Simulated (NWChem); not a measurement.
# Correlation energy of phosphine (H3P)

SMILES: P
```xyz
4

P     -0.1302    -0.0034     0.0000
H      0.6666    -0.5810     1.0357
H      0.6666    -0.5810    -1.0357
H      0.6204     1.2123     0.0000
```
Charge 0, spin multiplicity 1.

Everything below was run with NWChem. The geometry was optimised at PBE0/def2-SVP, a minimum by its harmonic frequencies.

Basis set: cc-pVDZ. Each correlation energy counts from its own Hartree-Fock reference.

```tsv
method	correlation energy (mHa)	difference from CCSD(T)
RI-MP2	-134.9	+32.6
MP2	-135.0	+32.6
SCS-MP2	-142.6	+25.0
CR-CCSD[T]	-167.1	+0.4
CR-CCSD(T)	-167.0	+0.5
CCSD	-163.9	+3.7
CCSD+T(CCSD)	-167.6	-0.1
CCSD(T)	-167.5	0.0
CCSDT	-168.2	-0.6
```

The values span 33.3 mHa, from CCSDT (lowest) to RI-MP2 (highest). 

The correlated methods keep 5 core orbitals frozen. Differences from the coupled-cluster row are differences between methods, not errors against experiment.
